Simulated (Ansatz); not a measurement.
fcc Pb was calculated with PBEsol-D3(BJ) in Ansatz (PAW).

Settings: plane-wave cutoff 520 eV, 20×20×20 k mesh, Fermi–Dirac smearing 0.05 eV, scalar-relativistic PAW data made under PBE.

Pressure at four volumes; x = ln(V/28.513 Å³). One pressure is withheld.

```
V (Å³/atom)        x  P (GPa)
-----------  -------  -------
26.802       -0.0619        ?
27.372       -0.0408     2.52
28.513        0.0000     0.03
30.224        0.0583    -2.77
```

Problem. Pass a parabola P(x) through the three rows shown, estimate the bulk modulus and its pressure derivative near zero pressure, and predict the withheld pressure.

Solution. Slopes between the rows: (0.03 − (2.52))/(0.0000 − (-0.0408)) = -61.03 and (-2.77 − (0.03))/(0.0583 − (0.0000)) = -48.03 GPa. Their difference over the span 0.0991 is c = 13.00/0.0991 = 131.2 GPa, so P(x) = 2.52 + (-61.03)(x − (-0.0408)) + 131.2 (x − (-0.0408))(x − (0.0000)). At the middle row B = −dP/dx = −[-61.03 + 131.2 × 0.0408] = 55.7 GPa, and B′ = dB/dP = 2c/B = 4.7. At x = -0.0619 the parabola gives 3.98 GPa; the run gives 4.00 GPa. The Birch–Murnaghan fit to the energies at all volumes has B0 = 55.2 GPa and B′ = 4.9.

Measured, for comparison: bulk modulus 47 GPa (corrected for temperature and zero-point phonon effects; as tabulated in Levämäki et al. (2014), arXiv:1402.3671). Computed (rounded) less measured: bulk modulus +17 %.

Spin–orbit coupling is not included; it can shift volumes and moduli of such heavy elements.

Ansatz is a program for electronic structure.
